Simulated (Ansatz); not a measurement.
A ladder of methods for SiNH3F− (SMILES N[SiH-]F)

SiNH3F−: 6 atoms, total charge -1, spin state singlet. SMILES: `N[SiH-]F`. The shape is that of a GFN2-xTB optimisation. This is one conformer, not always the lowest.

Each level gives the vertical energy of the triplet above the singlet (eV). The values are calculated.

```tsv
level	kind	program	value (eV)	less FCI/STO-3G	CPU time (all runs)
HF/STO-3G	Hartree–Fock	Ansatz	7.25	-0.20	0.33 s
SVWN5/STO-3G	LDA	Ansatz	6.57	-0.88	2.5 s
r2SCAN/STO-3G	meta-GGA	Ansatz	6.74	-0.71	10 s
BHLYP/STO-3G	global hybrid	Ansatz	7.17	-0.28	4.4 s
wB97M-V/STO-3G	range-separated hybrid	Ansatz	7.23	-0.22	62 s
MP2/STO-3G	perturbation theory	Ansatz	7.52	+0.07	0.33 s
BCCD(T)/STO-3G	coupled cluster or CI	Ansatz	7.47	+0.02	0.86 s
CCSD(T)/STO-3G	coupled cluster or CI	Ansatz	7.47	+0.02	0.69 s
FCI/STO-3G	exact in the basis	Ansatz	7.45	0.00	2 min
```

FCI/STO-3G is exact within its basis and frozen core, so for wave-function methods in that basis the difference is their error; functionals converge differently with the basis, so for them it is only a difference. Sets without diffuse functions describe the anion poorly. The values span 6.57 to 7.52 eV. A triplet this far above the singlet is often a Rydberg-like or dissociative state; sets without diffuse functions put Rydberg states too high. All rows use very small basis sets, so even the best lies far from the true value. CPU times are rough (shared hosts, several kinds of processor): they show what a rung costs within a factor of a few.
